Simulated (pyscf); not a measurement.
H₂N–GaH₂ → HN=GaH + H₂ (elimination; singlet surface; Ga–H, H–N broken, H–H formed). Structures and frequencies: ωB97X-D3(BJ)/def2-SVP in PySCF. Energies in eV from the reactant's lowest minimum found.

```
level                   barrier  reaction energy
----------------------  -------  ---------------
PBE/def2-TZVP                 ?            +2.41
r²SCAN/def2-TZVP           3.17            +2.59
B3LYP-D3(BJ)/def2-TZVP     3.25            +2.56
PBE0-D3(BJ)/def2-TZVP      3.27            +2.75
M06-2X/def2-TZVP              ?                ?
ωB97M-D3(BJ)/def2-TZVP     3.41            +2.75
```

**Question.** Some entries are withheld; supply them.

**Answer.** 
- PBE/def2-TZVP, barrier: 2.95
- M06-2X/def2-TZVP, barrier: 3.38
- M06-2X/def2-TZVP, reaction energy: +2.77

The functionals in the table span 0.45 eV in this barrier, from PBE to ωB97M-D3(BJ)/def2-TZVP. At the saddle there is also a short Ga–H contact that neither side keeps. The same reactants have a lower exit, to NH₃ + GaH [singlet] (barrier +2.84 eV at ωB97M-D3(BJ)/def2-TZVP, against +3.41 eV here). HN=GaH lies 2.20 eV over its isomer H₂N–Ga [singlet] (electronic energy, ωB97M-D3(BJ)/def2-TZVP). One saddle was located; it need not be the lowest between these sides. Elements up to Kr have no core potential and no relativistic terms here.
